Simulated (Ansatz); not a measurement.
Results of LDA (plane waves, PAW; Ansatz, a program for electronic structure) for spinel MgSc₂S₄.

Run with plane-wave cutoff 520 eV, 6×6×6 k mesh, Fermi–Dirac smearing 0.01 eV, scalar-relativistic PAW data made under PBE.

Cell (relaxed at this level):

```cif
data_Mg2S8Sc4
_chemical_formula_sum 'Sc4 S8 Mg2'
_space_group_name_H-M_alt 'P 1'
_space_group_IT_number 1
_cell_length_a 7.40954
_cell_length_b 7.40954
_cell_length_c 7.40954
_cell_angle_alpha 60.000
_cell_angle_beta 60.000
_cell_angle_gamma 60.000
loop_
_space_group_symop_operation_xyz
  'x, y, z'
loop_
_atom_site_label
_atom_site_type_symbol
_atom_site_fract_x
_atom_site_fract_y
_atom_site_fract_z
_atom_site_occupancy
Sc1 Sc 0.12500 0.62500 0.12500 1
Sc2 Sc 0.12500 0.12500 0.62500 1
Sc3 Sc 0.62500 0.12500 0.12500 1
Sc4 Sc 0.12500 0.12500 0.12500 1
S1 S 0.36708 0.36708 0.89875 1
S2 S 0.88292 0.35125 0.88292 1
S3 S 0.36708 0.36708 0.36708 1
S4 S 0.35125 0.88292 0.88292 1
S5 S 0.36708 0.89875 0.36708 1
S6 S 0.88292 0.88292 0.35125 1
S7 S 0.89875 0.36708 0.36708 1
S8 S 0.88292 0.88292 0.88292 1
Mg1 Mg 0.75000 0.75000 0.75000 1
Mg2 Mg 0.50000 0.50000 0.50000 1
```

Task: Predict the band gap.

Result: 
- band gap: 1.33 eV (on the SCF k mesh)

Static lattice: no zero-point or thermal effects.

The result took around 2.7 core-minutes (rough).
